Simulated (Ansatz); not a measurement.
# C4N2: the cost of one run

Computed with Ansatz 0.2.0 (the levels named in each step, unless a step's input says otherwise).

### 1 Starting point

Bond lengths: N1–C2 1.149 Å, C2–C3 1.359 Å, C3–C4 1.215 Å, C4–C5 1.359 Å, C5–N6 1.149 Å. Angles: N1–C2–C3 180.0°, C2–C3–C4 180.0°, C3–C4–C5 180.0°, C4–C5–N6 180.0°.

As a file:

```xyz
6

N     0.0000    0.0000   -3.1158
C     0.0000    0.0000   -1.9668
C     0.0000    0.0000   -0.6076
C     0.0000    0.0000    0.6076
C     0.0000    0.0000    1.9668
N     0.0000    0.0000    3.1158
```

### 2 A rough first relaxation, PBE-D4/def2-SVP

This run stands in another session on the same molecule. It ended at:

```xyz
6

N     0.0000    0.0000   -3.1655
C     0.0000    0.0000   -1.9854
C     0.0000    0.0000   -0.6178
C     0.0000    0.0000    0.6178
C     0.0000    0.0000    1.9854
N     0.0000    0.0000    3.1655
```

### 3 Relaxation, r2SCAN-D4/def2-TZVPP

File input.yaml:

```yaml
crystal:
  periodic: [false, false, false]
  atoms:
    - { symbol: "N", position_ang: [0.0, 0.0, -3.16552127] }
    - { symbol: C, position_ang: [0.0, 0.0, -1.9854136] }
    - { symbol: C, position_ang: [0.0, 0.0, -0.61784044] }
    - { symbol: C, position_ang: [0.0, 0.0, 0.61783853] }
    - { symbol: C, position_ang: [0.0, 0.0, 1.98541474] }
    - { symbol: "N", position_ang: [0.0, 0.0, 3.16552204] }
basis:
  gaussian: { orbitals: def2-TZVPP }
hamiltonian:
  xc: r2scan
  dispersion: d4
relax:
  f_tol: 0.002
  max_steps: 150
```

Run with:

```
> ansatz run input.yaml --threads 4 --pin off --max-ram 10240MiB --backend cpu --events-out ev --progress --plain --runs-dir out
```

What time and memory should one allow on 4 threads of Intel Xeon at 2.70GHz, shared host?

About 17 s, with a peak of 0.38 GiB.
